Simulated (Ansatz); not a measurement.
A made-up structure of AlH2OF, singlet:

O1  (-1.083, 0.685, -0.516)
Al2  (0.538, -0.046, 0.109)
F3  (0.552, -1.694, 0.940)
H4  (-2.042, 0.218, -0.434)
H5  (2.034, 0.838, -0.098)
(Å)

It is relaxed with PBE-D4/def2-SVP and then PBE0-D4/def2-TZVP (Ansatz 0.2.0). Atoms count as bonded within 1.22 times the sum of their covalent radii (H–H: 0.88 Å). The end point is not checked to be a true minimum.

Problem. Does its bonding change? (Judge from chemistry; the calculation decides.)

Solution. The calculation gives: No: no bond forms or breaks.

Where it ends: The first stage lowers the energy by 1.02 eV in 6 steps. It ends as AlH₂OF ([OH][AlH][F]):
```json
{"atom": "O1", "x (Å)": "-0.9667", "y (Å)": "0.6113", "z (Å)": "-0.4611"}
{"atom": "Al2", "x (Å)": "0.4805", "y (Å)": "-0.0407", "z (Å)": "0.0970"}
{"atom": "F3", "x (Å)": "0.4932", "y (Å)": "-1.5127", "z (Å)": "0.8390"}
{"atom": "H4", "x (Å)": "-1.8233", "y (Å)": "0.1942", "z (Å)": "-0.3877"}
{"atom": "H5", "x (Å)": "1.8164", "y (Å)": "0.7479", "z (Å)": "-0.0872"}
```

Labels in which every atom is bracketed show which atoms are joined, not bond orders.

For scale, one of the runs: PBE0-D4/def2-TZVP relaxation, 111 basis functions, launched by `ansatz run in.yaml --threads 2 --pin off --events-out ev --progress --plain --max-ram 4352MiB`. The run took about 10 s on 2 CPU threads of an Arm Neoverse V1 (shared host).
